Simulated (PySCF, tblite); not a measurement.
# C5H4F radical: geometry, infrared bands and EPR parameters

Wanted: the infrared bands and EPR parameters of C5H4F radical (`C#C/[C]=C(/C)F`), by calculation.

The runs use tblite 0.8.0 and PySCF 2.14.0, with density-fitted response routines of our own; the level of theory stands in each step. All values are computed, except where a source is named. Atoms are numbered from 0 throughout.

## Step 1: The molecule as given

10 atoms, charge 0, multiplicity 2; geometry from: force field or distance geometry start.

Bonds of the start (Å): C0–C1 1.22, C1–C2 1.44, C2–C3 1.35, C3–C4 1.49, C3–F5 1.37, C0–H6 1.08, C4–H7 1.11, C4–H8 1.12, C4–H9 1.11.

## Step 2: Relaxing the molecule with GFN2-xTB

What the job is given:

```
{"job": {"kind": "relax", "xc": "GFN2-xTB", "basis": "xTB"}, "charge": 0, "multiplicity": 2}
C      2.139800     1.732400    -1.436700
C      1.551000     0.808400    -0.910200
C      0.869700    -0.297400    -0.284100
C     -0.441600    -0.138400    -0.016700
C     -1.254200    -1.208200     0.627900
F     -1.011700     1.060400    -0.339600
H      2.639800     2.549300    -1.926800
H     -1.085600    -2.212500     0.190400
H     -1.063400    -1.297000     1.729600
H     -2.334900    -0.992400     0.490900
```

Run with:

```bash
$ OMP_NUM_THREADS=1 python probes_run.py task.json out
```

One launch serves the whole session: the jobs run in the order shown.

**Question.** This job is followed by: GFN2-xTB harmonic vibrations, gas phase; UKS B3LYP, pcH-1 on C F H, non-relativistic, mean-field spin-orbit, GIAO. What will the session give for the following? strongest single infrared mode (GFN2-xTB); zero-point energy (GFN2-xTB); g(iso) (B3LYP); ⟨S²⟩; largest a(iso) (averaged by class); surface potential, 1st and 99th percentile.

As calculated:

| quantity | value |
| --- | --- |
| strongest single infrared mode (GFN2-xTB) | 1098 cm⁻¹, 136 km/mol |
| zero-point energy (GFN2-xTB) | 41.3 kcal/mol |
| g(iso) (B3LYP) | 2.00205 |
| ⟨S²⟩ | 0.777 (exact 0.75) |
| largest a(iso) (averaged by class) | 19F on F5, 226.2 MHz |
| surface potential, 1st and 99th percentile | -0.91 V and 1.63 V |

What this shows: The optimisation took 92 steps and gained 0.814 eV; among the close pairs (by a distance rule), C1–C2 changed most, from 1.442 to 1.312 Å. No mode is imaginary among the 24: a minimum at this level. The strongest single mode, at 1098 cm⁻¹, moves mainly C3. Unscaled tight-binding wavenumbers are off by several per cent, some by more. Its intensities can rank the bands wrongly. The largest spin populations lie on C2 (0.72 e), C0 (0.62 e). The isotropic g lies 0.3 ppt below the free-electron value.
